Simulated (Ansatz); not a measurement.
## How the Voigt–Reuss–Hill bulk modulus of hcp Co moves with the method

No measured value is used here.

**Question.** Put these levels in order of the Voigt–Reuss–Hill bulk modulus that they give for hcp Co, smallest first: LDA (Ansatz, a program for electronic structure), PBE (Ansatz), PBEsol (Ansatz).

**Answer.** PBE (212 GPa), PBEsol (247 GPa), LDA (272 GPa)

Unless a cell is named, each level is at its own relaxed cell (LDA 10.01, PBE 10.86, PBEsol 10.37 Å³/atom).

Spin-polarised runs: PBEsol (parallel moments), PBE (parallel moments), LDA (parallel moments). Each level is taken at its own relaxed cell. Ansatz's density-functional and Hartree–Fock values are scalar-relativistic unless marked +SOC, with PAW data made under PBE.
